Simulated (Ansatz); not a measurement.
# SiHClO (SMILES O[Si]Cl) at 6 levels

Wanted: a comparison of 6 runs (B3LYP/STO-3G, BHLYP/STO-3G, HSE06/STO-3G, CCSDT/STO-3G, CCSD/STO-3G, CCSD(T)/STO-3G) of SiHClO. 

The calculation is run with Ansatz 0.2.0.

82 further runs of the same task are left out: 1 that didn't finish, 81 set aside as unsound or not needed.

### Step 1. The molecule

SiHClO has 4 atoms, charge 0, and is taken as a singlet. SMILES: `O[Si]Cl`. The Si2–O1 distance was set to 4.092 Å, away from the relaxed value. At this shape a bond of the SMILES string is far longer than usual.

Bond lengths: Si2–Cl3 2.110 Å, O1–H4 0.963 Å.

### Step 2. The energy at B3LYP/STO-3G (run 1)

File job.yaml:

```yaml
crystal:
  periodic: [false, false, false]
  atoms:
    - symbol: O
      position_ang: [-1.628208, 2.310071, -1.742266]
    - symbol: Si
      position_ang: [-0.434200, -0.789700, 0.647000]
    - symbol: Cl
      position_ang: [1.662300, -0.701000, 0.421400]
    - symbol: H
      position_ang: [-0.977208, 2.840271, -2.213566]
basis:
  gaussian:
    orbitals: STO-3G
hamiltonian:
  xc: {name: B3LYP}
accuracy: high
```

Started as:

```bash
$ ansatz run job.yaml --threads 1 --pin off --max-ram 2610MiB --events-out events.jsonl --progress --plain --runs-dir runs
```

Output:

```text
Warning: RAYON_NUM_THREADS=1 ignored (pool sized by the plan → 1); use --threads N
Functional definition: B3LYP
  name "B3LYP"
  parameter a0 = 0.2
  parameter ax = 0.72
  parameter ac = 0.81
  exchange = (1 - a0 - ax)*slater_x + ax*b88_x + a0*exact_x
  correlation = (1 - ac)*vwn_rpa_c + ac*lyp_c
389 factors; integrals over basis functions are off by at most 3.2e-8 eV
mean field evaluation 1: about -22188.6045 eV, gradient 3.2e1 eV
mean field evaluation 2: about -21863.0914 eV, gradient 1.0e2 eV
mean field evaluation 4: about -22193.7422 eV, gradient 2.0e1 eV
mean field evaluation 8: about -22193.7443 eV, gradient 2.0e1 eV
mean field evaluation 16: about -22200.4644 eV, gradient 1.2e-5 eV
mean field evaluation 32: about -22200.4236 eV, gradient 1.1e0 eV
mean field evaluation 64: about -22200.3351 eV, gradient 4.6e-1 eV
mean field -22200.46435799 eV, -815.8520171409 hartree, gradient 1.2e-8 eV, S^2 0.000000; 7 other end points of the search recorded, 0 dependent functions left out
reference -22200.46438976 eV, -815.8520183084 hartree; 20, 20 occupied and 4, 4 virtual orbitals, 389 factors
Total energy: -22200.46438976 eV, -815.8520183084 hartree
```

It took 2.5 s on 1 thread of Arm Neoverse V1, shared host; peak memory 0.096 GiB.

### Step 3. A single-point energy at BHLYP/STO-3G (run 2)

File input.yaml:

```yaml
crystal:
  periodic: [false, false, false]
  atoms:
    - symbol: O
      position_ang: [-1.628208, 2.310071, -1.742266]
    - symbol: Si
      position_ang: [-0.434200, -0.789700, 0.647000]
    - symbol: Cl
      position_ang: [1.662300, -0.701000, 0.421400]
    - symbol: H
      position_ang: [-0.977208, 2.840271, -2.213566]
basis:
  gaussian:
    orbitals: STO-3G
accuracy: high
hamiltonian:
  xc: {name: BHLYP}
```

Started as:

```bash
$ ansatz run input.yaml --threads 1 --pin off --max-ram 2610MiB --events-out events.jsonl --progress --plain --runs-dir runs
```

Output:

```text
Warning: RAYON_NUM_THREADS=1 ignored (pool sized by the plan → 1); use --threads N
Functional definition: BHLYP
  name "BHLYP"
  parameter a = 0.5
  exchange = (1 - a)*b88_x + a*exact_x
  correlation = lyp_c
389 factors; integrals over basis functions are off by at most 3.2e-8 eV
mean field evaluation 1: about -22189.0605 eV, gradient 3.2e1 eV
mean field evaluation 2: about -21868.8803 eV, gradient 9.1e1 eV
mean field evaluation 4: about -22193.0118 eV, gradient 1.6e1 eV
mean field evaluation 8: about -22193.0309 eV, gradient 1.6e1 eV
mean field evaluation 16: about -22199.3674 eV, gradient 5.1e-8 eV
mean field evaluation 32: about -22197.5298 eV, gradient 2.0e1 eV
mean field -22199.36739913 eV, -815.8117046462 hartree, gradient 2.9e-8 eV, S^2 0.000000; 4 other end points of the search recorded, 0 dependent functions left out
reference -22199.36742094 eV, -815.8117054477 hartree; 20, 20 occupied and 4, 4 virtual orbitals, 389 factors
Total energy: -22199.36742094 eV, -815.8117054477 hartree
```

Wall time 2.5 s (1 thread of Arm Neoverse V1, shared host); peak memory 0.096 GiB.

Runs 3 to 5 aren't shown in full; the table further down has their settings and results.

### Step 4. A single-point energy at CCSD(T)/STO-3G (run 6)

File input.yaml:

```yaml
crystal:
  periodic: [false, false, false]
  atoms:
    - {symbol: O, position_ang: [-1.628208, 2.310071, -1.742266]}
    - {symbol: Si, position_ang: [-0.434200, -0.789700, 0.647000]}
    - {symbol: Cl, position_ang: [1.662300, -0.701000, 0.421400]}
    - {symbol: H, position_ang: [-0.977208, 2.840271, -2.213566]}
basis:
  gaussian:
    orbitals: STO-3G
correlation:
  method: ccsd_t
  frozen_orbitals: {Cl: 5, H: 0, O: 1, Si: 5}
accuracy: high
scf:
  omitted_lower_state_checks: [cluster_reference, increment]
```

Started as:

```bash
$ ansatz run input.yaml --threads 1 --pin off --max-ram 2610MiB --events-out events.jsonl --progress --plain --runs-dir runs
```

Output:

```text
Warning: RAYON_NUM_THREADS=1 ignored (pool sized by the plan → 1); use --threads N
[... 14 lines left out ...]
11 core orbitals not correlated: weight in the atoms' cores, before any rotation towards them, 1.000 or more for the frozen orbitals, at most 0.000 for the correlated occupied ones
[... 62 lines left out ...]
WARN: these amplitudes may be one of several solutions (largest doubles amplitude 1.06, level shift 16.06 eV)
Total energy: -22166.26058250 eV, -814.5950515757 hartree
Checks for a lower state left out: cluster_reference, increment
```

Run time: 0.4 s. Hardware: 1 thread of Arm Neoverse V1, shared host.

### Step 5. The series

```tsv
run	level	frozen core orbitals	energy (Eh)	wall time
1	B3LYP/STO-3G	–	-815.852018	2.5 s
2	BHLYP/STO-3G	–	-815.811705	2.5 s
3	HSE06/STO-3G	–	-815.515498	2.9 s
4	CCSDT/STO-3G	11	-814.583680	1.8 s
5	CCSD/STO-3G	11	-814.581403	0.4 s
6	CCSD(T)/STO-3G	11	-814.595052	0.4 s
```

### Step 6. Outcome

| quantity | value |
| --- | --- |
| run 6: total energy | -814.59505 Eh |
| run 6: correlation energy (11 core orbitals frozen) | -314.1 mEh |
| run 6: (T) correction | -13.65 mEh |
| run 6: T1 diagnostic | 0.072 |

In words: Totals of different functionals can't be ranked against each other. In runs 5, 6 the T1 diagnostic is large, so a single reference may not serve. In runs 4, 5, 6 the log says that unrestricted orbitals would lower the reference, so the values rest on an unstable closed-shell determinant (other closed-shell runs at this shape may share the fault). In runs 1, 2, 3, 4, 5, 6 the basis is minimal, so the values are rough. In runs 1, 2, 3, 5, 6 a closed-shell determinant meets a far-stretched bond, which it describes badly. All runs together took 11 s, the longest 2.9 s.
